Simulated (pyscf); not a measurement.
H₂C=CH–F + hydrogen fluoride (HF) → F–CH₂–CH₂–F (addition across a multiple bond or ene-type step; singlet surface; F–H broken, C–F, C–H formed). Structures and frequencies: ωB97X-D3(BJ)/def2-SVP in PySCF. Correlated levels are frozen-core, on RHF or UHF. ΔMP2 is the change of the MP2 total energy from the triple- to the quadruple-zeta basis. Energies in kcal/mol from the separated reactants.

```tsv
level	barrier	reaction energy
ωB97X-D3(BJ)/def2-TZVP	___	-16.4
PBE0-D3(BJ)/def2-TZVP	49.3	-16.0
HF/def2-TZVP	70.7	-14.7
MP2/def2-QZVPP	57.3	-10.3
CCSD/def2-TZVPP	61.0	-11.9
CCSD(T)/def2-TZVPP	57.7	-11.1
CCSD(T)/def2-TZVPP + ΔMP2(QZVPP)	___	___
```

### Question
Fill in the missing entries.

### Answer

- ωB97X-D3(BJ)/def2-TZVP, barrier: 51.9
- CCSD(T)/def2-TZVPP + ΔMP2(QZVPP), barrier: 57.4
- CCSD(T)/def2-TZVPP + ΔMP2(QZVPP), reaction energy: -10.6

The same reactants have a lower exit, to H₃C–CH(F)–F (barrier +39.4 kcal/mol at ωB97M-D3(BJ), against +52.1 kcal/mol here). F–CH₂–CH₂–F lies 13.9 kcal/mol over its isomer H₃C–CH(F)–F, and others may lie lower still (electronic energy, ωB97M-D3(BJ)). This is the saddle that the search found; another between the same sides may lie lower. The CCSD(T) − MP2 part came from Ansatz, without density fitting, on the same reference.
